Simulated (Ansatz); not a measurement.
Geometry optimisation, Ansatz 0.2.0, UKS PBE0/def2-SVP.

The input (input.yaml):

```yaml
crystal:
  periodic: [false, false, false]
  atoms:
    - { symbol: B, position_ang: [0.002943, -0.365476, -0.541301] }
    - { symbol: H, position_ang: [-0.000729, 0.053642, 1.806478] }
    - { symbol: H, position_ang: [1.085169, 0.150002, -0.662247] }
    - { symbol: H, position_ang: [-1.08647, 0.135316, -0.660244] }
    - { symbol: Si, position_ang: [-0.000431, 0.014316, 3.280003] }
    - { symbol: H, position_ang: [-0.766011, -1.180415, 3.736928] }
    - { symbol: H, position_ang: [1.408712, -0.06626, 3.760561] }
    - { symbol: H, position_ang: [-0.643185, 1.258877, 3.792021] }
magnetization:
  spin_polarized: true
  initial_magnetization: 1
basis:
  gaussian: { orbitals: def2-SVP }
hamiltonian:
  xc: pbe0
relax:
  f_tol: 0.03
  max_steps: 50
output:
  orbitals: {}
```

Run as:

```bash
$ ansatz run input.yaml --threads 1 --pin off --max-ram 2048MiB --backend cpu --events-out ev --progress --plain --runs-dir out
```

Question: Where does it end, and by what steps?

Answer: The forces met the threshold. After 18 steps the energy has fallen by 1.579 eV; H2 moved furthest, 1.33 Å. Parted: H2–Si5 (1.47 → 1.94 Å). Joined: B1–H2 (2.38 → 1.26 Å), B1–Si5 (3.84 → 2.11 Å).

```tsv
step	energy less start (eV)	largest force component (eV/Å)	accepted
0	0.0000	0.582	yes
1	-0.0672	0.368	yes
2	-0.1598	0.415	yes
3	-0.2026	0.413	yes
4	-0.2189	0.746	yes
5	-0.2509	0.124	yes
6	-0.2531	0.064	yes
7	-0.2547	0.059	yes
8	-0.2701	0.213	yes
9	-0.3271	0.400	yes
10	-0.4195	0.377	yes
11	-0.6172	0.811	yes
12	-0.9589	1.251	yes
13	-1.3411	0.788	yes
14	-1.5231	0.421	yes
15	-1.5671	0.293	yes
16	-1.5543	0.422	no
17	-1.5770	0.172	yes
18	-1.5793	0.025	yes
```

```xyz
8
Properties=species:S:1:pos:R:3
B -0.013 -0.001 0.616
H 0.241 -1.097 1.176
H 0.941 0.613 0.207
H -1.137 0.124 0.199
Si -0.004 0.050 2.721
H -1.016 -0.884 3.290
H 1.353 -0.273 3.243
H -0.366 1.468 3.060
```

Whether the end is a true minimum wasn't checked by a vibrational analysis.

Run time: 49 s on 1 thread of AMD EPYC 7R43 64-Core Processor (Zen 3), with other jobs on the host, peak memory 0.15 GiB.
